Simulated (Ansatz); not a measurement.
Relaxed structures of AlH₂O₂, doublet (PBE0-D4/def2-TZVP; forces vanish, vibrations not checked; lower isomers may exist, and structures with a doubtful reference or unclear bonds are left out; Å). Ansatz 0.2.0; basis: def2-TZVPP; cores frozen in the correlated methods; orbitals are unrestricted.

Rank them by CCSD(T) energy, lowest first, and give each one's height above the lowest. Links in brackets join atoms within 1.22 times the sum of their covalent radii (1.1 for two metals). (An estimate is asked for; the value comes from the calculation.)
A.
AlH₂O₂ ([OH][Al][OH])
```
5
angstrom
O -1.0772 -1.0288 -0.3976
Al -0.1199 -0.3232 0.8115
O 0.9765 0.9079 0.3834
H -1.0254 -0.7617 -1.3162
H 1.5439 1.3454 1.0167
```
B.
AlH₂O₂ ([O][AlH][OH])
```
5
angstrom
O -0.8773 -0.9829 1.3069
Al -0.3668 -0.2597 -0.1880
O 0.9405 0.8034 -0.1932
H -1.1487 -0.6260 -1.4952
H 1.4523 1.0653 0.5695
```
C.
AlH₂O₂ ([O]1[OH][AlH]1)
```
5
angstrom
O 0.6724 1.6334 -0.8149
Al -0.5598 0.3908 -0.4460
O 1.3795 0.5384 -0.1118
H -0.7932 -0.7463 -1.5486
H 1.6396 0.9591 0.7187
```

Computed: A (0.00 kcal/mol), B (37.31 kcal/mol), C (113.28 kcal/mol). Heights count from the lowest.

The T1 diagnostic stays at or below 0.018. ⟨S²⟩ of the unrestricted Hartree–Fock references: 0.75 to 0.76 (a pure state has 0.75).

For scale, one of the runs: CCSD(T)/def2-TZVPP, 132 basis functions, launched by `ansatz run in.yaml --threads 2 --pin off --events-out ev --progress --plain --max-ram 4352MiB`. Hardware: 2 CPU threads of an Arm Neoverse V1, shared host. Wall time 45 s; peak host memory 1.5 GiB.
